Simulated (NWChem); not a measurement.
System: phosphine (PH₃); SMILES P

NWChem input:

```
start job
memory heap 200 mb stack 900 mb global 1100 mb
geometry units angstroms noautosym nocenter noautoz
  P      0.000000     0.000000     0.152925
  H      0.405644    -1.127331    -0.648580
  H     -1.179120     0.212367    -0.648580
  H      0.773475     0.914964    -0.648580
end
basis spherical
  * library def2-svpd
end
dft
  xc b3lyp
  iterations 150
end
tddft
  cis
  nroots 6
  notriplet
end
task tddft energy
```

Structure relaxed at the PBE-D3(BJ)/def2-SVP level.

Vertical excitations in the gas phase.

Question: Predict the main results of this run. (B3LYP/def2-SVPD, TDA.) Quantities: basis functions; lowest excitation, singlet (eV); oscillator strength of that lowest state; lowest state with f > 0.02, singlet (eV); oscillator strength of that bright state; orbital gap (eV).

Answer: 
```
Item                                      Result
----------------------------------------  ------
number of basis functions                     48
lowest excitation, singlet (eV)             7.10
oscillator strength of that lowest state   0.146
lowest state with f > 0.02, singlet (eV)    7.10
oscillator strength of that bright state   0.146
orbital gap (eV)                            8.15
```
